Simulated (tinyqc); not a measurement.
G0W0 on RHF in the sto-6g basis, for H2O, spin multiplicity 1, step by step (part 2 of 2). Computed by tinyqc, a small Python program that keeps every step (integrals from PySCF). Command: `OMP_NUM_THREADS=1 python tinyqc.py 21781 21782 out.jsonl` (the two numbers bound the seeds that draw the settings). One thread of a shared host (Intel(R) Xeon(R) Processor @ 2.60GHz), about 0.1 s of CPU time with the checks.

Geometry (angstrom):
```
atom         x          y         z
O     0.000000   0.000000  0.000000
H     0.000000   0.852000  0.538000
H     0.000000  -0.852000  0.538000
```

## G0W0 on Hartree-Fock: LUMO

orbital energies (hartree): MO1 -20.492343, MO2 -1.238922, MO3 -0.608964, MO4 -0.425783, MO5 -0.384648, MO6 0.524270, MO7 0.706681

Two-electron integrals over orbitals (pq|rs), unique and non-zero (hartree):
```
(11|11) 4.762146    (21|11) -0.431800   (21|21) 0.063226    (22|11) 1.023368
(22|21) -0.015157   (22|22) 0.723943    (31|31) 0.010691    (32|31) 0.016984
(32|32) 0.140522    (33|11) 0.779930    (33|21) -0.004187   (33|22) 0.630452
(33|33) 0.616560    (41|11) 0.171662    (41|21) -0.022756   (41|22) 0.013990
(41|33) 0.005336    (41|41) 0.027892    (42|11) -0.133528   (42|21) 0.008833
(42|22) -0.007811   (42|33) 0.005307    (42|41) 0.020310    (42|42) 0.129185
(43|31) -0.002591   (43|32) 0.024469    (43|43) 0.047818    (44|11) 1.000682
(44|21) -0.012571   (44|22) 0.682876    (44|33) 0.589215    (44|41) -0.011299
(44|42) -0.104117   (44|44) 0.773288    (51|51) 0.026698    (52|51) 0.032695
(52|52) 0.147514    (53|53) 0.027586    (54|51) -0.012045   (54|52) -0.042947
(54|54) 0.052416    (55|11) 1.117086    (55|21) -0.011376   (55|22) 0.751677
(55|33) 0.616454    (55|41) 0.004215    (55|42) -0.069078   (55|44) 0.726290
(55|55) 0.880663    (61|11) -0.245084   (61|21) 0.038050    (61|22) -0.003483
(61|33) -0.000124   (61|41) -0.000642   (61|42) 0.020036    (61|44) -0.017169
(61|55) -0.005890   (61|61) 0.031585    (62|11) 0.306976    (62|21) -0.007935
(62|22) 0.138880    (62|33) 0.068074    (62|41) 0.018375    (62|42) 0.025033
(62|44) 0.089116    (62|55) 0.155555    (62|61) 0.005415    (62|62) 0.098433
(63|31) 0.002547    (63|32) -0.046932   (63|43) -0.033178   (63|63) 0.080400
(64|11) 0.220580    (64|21) -0.001615   (64|22) 0.103858    (64|33) 0.041761
(64|41) 0.003581    (64|42) -0.024504   (64|44) 0.119827    (64|55) 0.120313
(64|61) 0.001186    (64|62) 0.064438    (64|64) 0.070618    (65|51) 0.015496
(65|52) 0.058577    (65|54) 0.000549    (65|65) 0.037122    (66|11) 0.779235
(66|21) -0.007524   (66|22) 0.595538    (66|33) 0.559257    (66|41) 0.020069
(66|42) 0.057753    (66|44) 0.541510    (66|55) 0.575489    (66|61) 0.007050
(66|62) 0.088486    (66|64) 0.044235    (66|66) 0.584145    (71|31) 0.015488
(71|32) 0.023089    (71|43) -0.003917   (71|63) 0.003328    (71|71) 0.022485
(72|31) 0.014341    (72|32) 0.047886    (72|43) -0.029524   (72|63) 0.032744
(72|71) 0.019724    (72|72) 0.064932    (73|11) 0.369841    (73|21) -0.006984
(73|22) 0.154110    (73|33) 0.091325    (73|41) -0.000596   (73|42) -0.070354
(73|44) 0.162654    (73|55) 0.196454    (73|61) -0.005967   (73|62) 0.077045
(73|64) 0.079568    (73|66) 0.038804    (73|73) 0.151777    (74|31) -0.008506
(74|32) -0.071660   (74|43) -0.000886   (74|63) 0.048967    (74|71) -0.012085
(74|72) -0.017675   (74|74) 0.064997    (75|53) 0.023990    (75|75) 0.025380
(76|31) 0.009195    (76|32) 0.099393    (76|43) 0.052388    (76|63) -0.074056
(76|71) 0.012648    (76|72) -0.003992   (76|74) -0.057592   (76|76) 0.121378
(77|11) 0.875790    (77|21) -0.009398   (77|22) 0.622485    (77|33) 0.601216
(77|41) 0.003441    (77|42) -0.019031   (77|44) 0.606391    (77|55) 0.625978
(77|61) -0.005165   (77|62) 0.069183    (77|64) 0.044670    (77|66) 0.557975
(77|73) 0.102730    (77|77) 0.617304
```

excitation energies w (hartree): 0.980354  1.032394  1.140961  1.171890  1.354625  1.554156  2.005586  2.075386  21.079689  21.243963

X + Y:
```
            1          2         3          4          5          6          7          8
1>6  0.000000  -0.000368  0.000000   0.000000   0.000000   0.001318  -0.000623   0.000000
1>7  0.000000   0.000000  0.000000   0.001749   0.001082   0.000000   0.000000  -0.003700
2>6  0.000000  -0.108021  0.000000   0.000000   0.000000  -0.374961   0.874176   0.000000
2>7  0.000000   0.000000  0.000000   0.091073  -0.037675   0.000000   0.000000   0.965326
3>6  0.000000   0.000000  0.000000  -0.644849   0.687538   0.000000   0.000000   0.051867
3>7  0.000000  -0.237401  0.000000   0.000000   0.000000   0.847043   0.266443   0.000000
4>6  0.000000   0.934482  0.000000   0.000000   0.000000   0.132036   0.103328   0.000000
4>7  0.000000   0.000000  0.000000   0.738905   0.602316   0.000000   0.000000  -0.024019
5>6  0.962877   0.000000  0.000000   0.000000   0.000000   0.000000   0.000000   0.000000
5>7  0.000000   0.000000  0.978008   0.000000   0.000000   0.000000   0.000000   0.000000

             9         10
1>6   0.998503   0.000000
1>7   0.000000   0.998941
2>6   0.000086   0.000000
2>7   0.000000   0.000343
3>6   0.000000   0.000034
3>7  -0.000071   0.000000
4>6   0.000010   0.000000
4>7   0.000000  -0.000122
5>6   0.000000   0.000000
5>7   0.000000   0.000000
```

W(p,q,m) = sqrt2 sum_ia (pq|ia) (X+Y)_ia,m; Sigma_c(x) = sum_(i,m) W^2/(x - e_i + w_m) + sum_(a,m) W^2/(x - e_a - w_m); solve x = e_p + Sigma_c(x) by Newton steps; Z = 1/(1 - dSigma/dx); 1 hartree = 27.211386 eV.

The 12 largest terms at x = e_p (hartree; W for the signs of X + Y given):
```
q  m          W       term
7  5  -0.120831  -0.009499
6  7   0.130472  -0.008488
2  7   0.160132   0.006804
3  5   0.118146   0.005611
4  7   0.119963   0.004869
4  6   0.074333   0.002206
4  2   0.056767   0.001626
5  1   0.050549   0.001352
6  2   0.031909  -0.000986
2  6   0.052138   0.000819
3  8   0.048918   0.000746
2  2   0.044252   0.000700
```

Newton steps (hartree):
```
step         x  Sigma_c(x)         Z
0     0.524270    0.005827  0.980054
1     0.529981    0.005710  0.980012
2     0.529981    0.005710  0.980012
```

quasiparticle energy of the LUMO = 14.421506 eV

Hartree-Fock value = 14.266118 eV
